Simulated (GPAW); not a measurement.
# AlNH3 (SMILES [NH2][AlH]): U-revPBE/real-space grid (scalar-relativistic datasets)

We compute energy and one-electron properties of AlNH3. 

The calculation is run with GPAW 26.7.0.

2 further runs of the same task are left out: 1 that didn't finish, 1 set aside as unsound or not needed. Runs told in other sessions of the task aren't counted.

## (1) The molecule

The species is AlNH3 (5 atoms), meant as a doublet with charge 0. As SMILES, `[NH2][AlH]`. Geometry: relaxed at PBE0-D4/def2-TZVP. This is one conformer, not always the lowest.

Bond lengths: N1–Al2 1.774 Å, N1–H3 1.007 Å, N1–H4 1.009 Å, Al2–H5 1.604 Å. Angles: N1–Al2–H5 115.7°, Al2–N1–H3 125.4°, Al2–N1–H4 124.3°, H3–N1–H4 110.2°.

## (2) The charge distribution at U-revPBE/real-space grid (scalar-relativistic datasets)

Contents of gs.xyz:

```xyz
5

N     -0.116600    -0.660800     0.175100
Al     0.836600     0.833900     0.120800
H      0.148500    -1.505300     0.655500
H     -1.010300    -0.782800    -0.277400
H      0.191800     2.041400    -0.715400
```

Contents of calc.py:

```python
import numpy as np
from ase.io import read
from ase.units import Debye
from gpaw import GPAW

mol = read('gs.xyz')
mol.center(vacuum=4.5)
mol.set_initial_magnetic_moments([0.5, 0.5, 0.0, 0.0, 0.0])

calc = GPAW(mode='fd',
            occupations={'name': 'fermi-dirac', 'width': 0.01, 'fixmagmom': True},
            symmetry='off',
            maxiter=100,
            xc='revPBE',
            h=0.18,
            txt='gs.txt')
mol.calc = calc

energy = mol.get_potential_energy()
print(f'Energy                  {energy:.5f} eV')
forces = mol.get_forces()
print('Forces (eV/Ang)')
for symbol, f in zip(mol.symbols, forces):
    print(f'{symbol:2} {f[0]:9.4f} {f[1]:9.4f} {f[2]:9.4f}')
dipole = mol.get_dipole_moment() / Debye
print(f'Dipole = {np.linalg.norm(dipole):.3f} D')
print('Moments:', mol.get_magnetic_moments().round(3))
```

Started as:

```console
$ python calc.py
```

What values should one expect? Wanted: energy as printed; dipole moment; HOMO energy; LUMO energy; largest force on an atom.

Computed results:

At U-revPBE/real-space grid (scalar-relativistic datasets):

| quantity | value |
| --- | --- |
| energy as printed (from the program's reference atoms) | -20.8485 eV |
| dipole moment | 1.13 D |
| HOMO energy (highest over α and β) | -4.54 eV |
| LUMO energy (lowest over α and β) | -2.77 eV |
| largest force on an atom | 0.544 eV/Å |

In words: The largest force is 0.54 eV/Å: the shape isn't a stationary point for this species at this level.
